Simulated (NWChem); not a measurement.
# C$_{2}$H$_{3}$, doublet; SMILES [CH]=C

Results from NWChem. Pople sets run with spherical d functions. Spin-unrestricted. Spin-contaminated determinants: UHF/6-31G* (<S²> = 1.02). In the optimisation the excess spin sits in a' (Cs, its own frame). No stability test was run on the SCF state. The level has its own optimisation; frequencies are unscaled. Brackets give each atom's bonded neighbours.

Question: Estimate the computed values for UHF/6-31G*. Quantities: r C–C (Å); r C–H [C(CH)–H(C)] (Å); highest harmonic frequency (cm⁻¹); lowest (cm⁻¹); zero-point energy (kcal/mol); dipole (D).

Answer: The r C–C (Å) comes out as 1.328. The r C–H [C(CH)–H(C)] (Å) comes out as 1.071 and the highest harmonic frequency (cm⁻¹) is 3429. The lowest (cm⁻¹) is 829, the zero-point energy (kcal/mol) is 24.3 and the dipole (D) comes out as 0.58.
